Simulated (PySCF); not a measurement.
SMILES NC(=O)C1CC1, C4H7NO

Geometry:
```
atom   x (Å)   y (Å)   z (Å)
  N1   2.136  -0.118   0.582
  C2   0.811   0.119   0.749
  O3   0.351   0.508   1.804
  C4  -0.033  -0.135  -0.450
  C5  -1.427  -0.648  -0.198
  C6  -1.233   0.758  -0.631
  H7   2.752   0.043   1.360
  H8   2.517  -0.432  -0.291
  H9   0.470  -0.479  -1.346
 H10  -1.682  -0.815   0.840
 H11  -1.824  -1.363  -0.907
 H12  -1.494   1.034  -1.644
 H13  -1.357   1.528   0.120
```

The calculation used PySCF 2.14.0, quadratic response CAM-B3LYP/def2-TZVPD first hyperpolarisability, Taylor convention, gas phase. Geometry: PBE0-D3(BJ)/def2-TZVP.

Q: Give the tensor of the static β(0;0,0) in the axes of these coordinates.

A: In au, Taylor convention; rows are the first index (the induced dipole):
|  | xx | yy | zz | xy | xz | yz |
| --- | --- | --- | --- | --- | --- | --- |
| x | -2.8 | +2.6 | -50.5 | -10.8 | -38.9 | -9.4 |
| y | -10.8 | +11.4 | +2.0 | +2.6 | -9.4 | +14.2 |
| z | -38.9 | +14.2 | +10.9 | -9.4 | -50.5 | +2.0 |

Norm of βᵢ = ⅓ Σⱼ (βᵢⱼⱼ + βⱼᵢⱼ + βⱼⱼᵢ): 52.6 au, hyper-Rayleigh value 39.2 au.
